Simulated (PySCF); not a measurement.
**`CC(C)P(C)P`: 4 charge schemes on one density**

Compound: C4H12P2.
SMILES with atom numbers: `[CH3:1][CH:2]([CH3:3])[P:4]([CH3:5])[PH2:6]` (hydrogens: H7, H8, H9 on C1; H10 on C2; H11, H12, H13 on C3; H14, H15, H16 on C5; H17, H18 on P6)

Geometry (GFN2-xTB, Å), atoms numbered from 1 in this order:
```xyz
18
C4H12P2 angstrom
C     -1.5636    1.2058   -0.2165
C     -0.7545   -0.0227    0.1851
C     -1.5015   -1.3004   -0.1820
P      0.9167    0.0128   -0.6808
C      1.8139   -1.2135    0.3862
P      1.6965    1.8079    0.2740
H     -2.5548    1.1715    0.2333
H     -1.6773    1.2496   -1.2986
H     -1.0681    2.1184    0.1172
H     -0.5796   -0.0012    1.2684
H     -2.4809   -1.3140    0.2939
H     -1.6413   -1.3588   -1.2599
H     -0.9540   -2.1827    0.1423
H      1.4520   -2.2155    0.1647
H      1.6761   -0.9991    1.4452
H      2.8755   -1.1751    0.1453
H      1.3622    2.6340   -0.7940
H      2.9739    1.5893   -0.2355
```

Density: PBE0/pcSseg-1 (PySCF); schemes: Mulliken, IAO, Hirshfeld and ESP-fitted. Geometry: GFN2-xTB, one conformer, isolated molecule.

Problem. Atoms with like bonding are taken together and averaged. Do the Mulliken, IAO, Hirshfeld and ESP-fitted schemes agree on where the charge is lowest?

Solution. The schemes don't all agree: Mulliken C2 (-0.543); IAO C5 (-0.607); Hirshfeld C5 (-0.168); ESP-fitted C1/C3 (-0.630).

Problem. For which atoms does the sign change between the 4 schemes (beyond +0.03 e in one, beyond −0.03 e in another)?

Solution. C2 and P4. Atomic charges aren't observables, and each scheme defines them in its own way.

Problem. Tabulate the Mulliken, IAO, Hirshfeld and ESP-fitted charges.

Solution. In e; atoms taken as equivalent share a row and are averaged (×n: the atom named and its like, n in all):

```csv
atom,environment,Mulliken,IAO,Hirshfeld,ESP-fitted
C1/C3,methyl carbon,-0.219,-0.416,-0.122,-0.630
C2,sp3 carbon bound to phosphorus,-0.543,-0.257,-0.064,+0.429
P4,three-coordinate phosphorus,+0.098,+0.307,+0.101,-0.281
C5,sp3 carbon bound to phosphorus,-0.488,-0.607,-0.168,-0.291
P6,three-coordinate phosphorus,-0.072,-0.019,+0.023,-0.341
H7 (×6),methyl hydrogen,+0.120,+0.139,+0.038,+0.172
H10,methine hydrogen,+0.148,+0.127,+0.028,+0.035
H14/H15/H16,methyl hydrogen,+0.150,+0.152,+0.041,+0.123
H17/H18,P–H hydrogen,+0.061,-0.006,-0.013,+0.154
```

Mean size of the charges over all atoms: ESP-fitted 0.241 e, IAO 0.192 e, Mulliken 0.171 e, Hirshfeld 0.056 e. Each set sums to the total charge, 0, to within 0.001 e. The Hirshfeld scheme divides the density at each point in proportion to the densities of the neutral, spherically averaged free atoms.

Some averages cover members that differ in this geometry: C1/C3, ESP-fitted -0.746 to -0.513; H7 (×6), ESP-fitted +0.121 to +0.222; H14/H15/H16, ESP-fitted +0.097 to +0.155; H17/H18, ESP-fitted +0.137 to +0.171 e.

Problem. How closely do the schemes follow one another over all atoms?

Solution. Correlation coefficient and root-mean-square difference: IAO with Hirshfeld 0.99, 0.176 e; Mulliken with IAO 0.89, 0.113 e; Mulliken with Hirshfeld 0.84, 0.160 e; IAO with ESP-fitted 0.55, 0.260 e; Hirshfeld with ESP-fitted 0.52, 0.266 e; Mulliken with ESP-fitted 0.34, 0.300 e.

Problem. How many electrons does the IAO scheme count on C5?

Solution. Z − q = 6 − (-0.607) ≈ 6.606.
